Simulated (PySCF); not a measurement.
Computed with PBE0 in PySCF with Si def2-TZVP, H def2-TZVP; no relativity; density-fitted integrals.

Each entry is the lowest minimum that a search over a few typed start shapes (and spin states, where more than one is plausible) found, or that minimum re-optimised at the stated level; isomers with ligand–ligand bonds, or fragments after loss of a ligand pair, can lie lower. Open shells are unrestricted.

SiH2 is a singlet of C2v symmetry with Si–H 1.526 Å (×2); H–Si–H 91.1°. Its wavenumbers are 1011, 2048, 2051 cm⁻¹.

Question: What changes when one electron is removed, giving SiH₂⁺?

Answer: It costs 8.91 eV between the minima (8.92 eV with zero-point energy). SiH₂⁺ is a doublet of C2v symmetry with Si–H 1.491 Å (×2); H–Si–H 119.7°; wavenumbers 899, 2155, 2238 cm⁻¹.
